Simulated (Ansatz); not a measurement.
## Zinc-blende AlN (metastable phase): zone-centre TO phonon frequency by level of theory

No measured value is used here.

```tsv
level (code)	value (cm⁻¹)	cell (Å³/atom)
PBE (Ansatz)	635	10.67
PBE-D3(BJ) (Ansatz)	…	10.45
r²SCAN+rVV10 (Ansatz)	667	10.39
LC-ωPBE (Ansatz)	677	10.29
Hartree–Fock (Ansatz)	688	10.36
```

Task: Some entries are withheld; supply them.

Result: 
- PBE-D3(BJ) (Ansatz, a quantum-chemistry and plane-wave program), value (cm⁻¹): 654

PBE-D3(BJ): the dispersion coefficients are held fixed in the derivatives. Each level is taken at its own relaxed cell. Cutoffs and k meshes differ between the levels. Ansatz's density-functional and Hartree–Fock values are scalar-relativistic unless marked +SOC, with PAW data made under PBE.
